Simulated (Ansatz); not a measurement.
## LO phonon frequency at L of rock-salt LiCl at several levels of theory

No measured value is used here.

Put these levels in order of the LO phonon frequency at L that they give for rock-salt LiCl, smallest first: LDA (Ansatz, an electronic-structure program), PBE (Ansatz), r²SCAN (Ansatz).

PBE (387 cm⁻¹), r²SCAN (403 cm⁻¹), LDA (418 cm⁻¹)

Unless a cell is named, each level is at its own relaxed cell (LDA 15.29, PBE 17.08, r²SCAN 16.70 Å³/atom).

Each level is taken at its own relaxed cell. Cutoffs differ between the levels. Ansatz's density-functional and Hartree–Fock values are scalar-relativistic unless marked +SOC, with PAW data made under PBE.
